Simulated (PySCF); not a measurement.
**C4H7FN: g tensor and hyperfine couplings**

Species: C4H7FN (doublet state).
Z-matrix (Å and degrees, GFN2-xTB geometry), rows numbered from 1:
```
C 
N   1  1.2310
C   2  1.4216  1  130.02
C   3  1.5350  2  114.84  1    -1.03
C   4  1.5194  3  111.50  2   179.71
F   5  1.3750  4  110.51  3   -65.73
H   1  1.0792  2  121.23  3  -179.93
H   3  1.0961  2  107.02  1  -123.51
H   3  1.0953  2  107.30  1   121.18
H   4  1.0907  3  109.47  2   -59.56
H   4  1.0913  3  108.85  2    58.74
H   5  1.0949  4  111.43  3   176.02
H   5  1.0953  4  111.69  3    52.57
```

The hyperfine couplings belong to this conformer and change with its torsions.

As a line formula: `[H]/[C]=N/CCCF` [radical].

Computed with UKS B3LYP, pcH-1 on C F H N, non-relativistic, mean-field spin-orbit, GIAO (PySCF). One conformer (not necessarily the lowest) at the GFN2-xTB geometry, without solvent, vibrations or thermal averaging. A GFN2-xTB geometry isn't a minimum of the functional, and hyperfine couplings can be far from their values at a DFT geometry. The SCF solution wasn't tested for stability.

```
g1, g2, g3        : 1.99861, 2.00211, 2.00347
g_iso             : 2.00139
Form of g         : rhombic: the two nearest values differ by 28 % of g3 − g1
⟨S²⟩              : 0.7528 (exact 0.7500)
α and β electrons : 24, 23
```

Hyperfine couplings atom by atom, in MHz; T1 to T3 are the principal values of the dipolar part:

| atom | isotope | a_iso | T1 | T2 | T3 | Mulliken spin population |
| --- | --- | --- | --- | --- | --- | --- |
| C1 | 13C | 221.9 | -55.5 | -49.9 | 105.4 | 0.66 |
| N2 | 14N | 18.0 | -19.1 | -15.7 | 34.8 | 0.23 |
| C3 | 13C | 57.4 | -5.6 | -5.4 | 11.0 | 0.02 |
| C4 | 13C | 2.3 | -4.0 | -2.2 | 6.2 | 0.03 |
| C5 | 13C | -2.4 | -0.3 | -0.3 | 0.6 | 0.00 |
| F6 | 19F | 1.8 | -1.0 | -0.6 | 1.6 | 0.00 |
| H7 | 1H | 212.5 | -20.4 | -8.7 | 29.0 | 0.07 |
| H8 | 1H | -3.2 | -5.1 | -3.8 | 8.9 | 0.00 |
| H9 | 1H | -4.0 | -5.1 | -3.8 | 8.9 | 0.00 |
| H10 | 1H | -1.6 | -3.7 | -1.4 | 5.2 | 0.00 |
| H11 | 1H | -0.9 | -3.9 | -1.4 | 5.4 | 0.00 |
| H12 | 1H | 5.8 | -0.9 | -0.6 | 1.5 | 0.00 |
| H13 | 1H | 2.4 | -1.0 | -0.8 | 1.8 | 0.00 |

The largest Mulliken spin populations are on C1 (+0.66), N2 (+0.23) and H7 (+0.07).

Under fast tumbling the dipolar parts average out, and these isotropic splittings remain: 1 × 1H (H7, I = 1/2, 2 lines) with 7.59 mT, 1 × 14N (N2, I = 1, 3 lines) with 0.64 mT, 2 × 1H (H12/H13, I = 1/2, 3 lines) with 0.15 mT, 2 × 1H (H8/H9, I = 1/2, 3 lines) with 0.13 mT, 1 × 19F (F6, I = 1/2, 2 lines) with 0.06 mT and 2 × 1H (H10/H11, I = 1/2, 3 lines) with 0.05 mT.

Class means assume fast exchange of nuclei equivalent by connectivity; if that motion is slow, each nucleus keeps its own coupling.

The 13C coupling of C1 (221.9 MHz) shows only in satellite lines or after enrichment, since that isotope makes up about 1.07 % of natural carbon.

Examples of negative spin density at the nucleus (bohr⁻³): C5 (-0.0021).
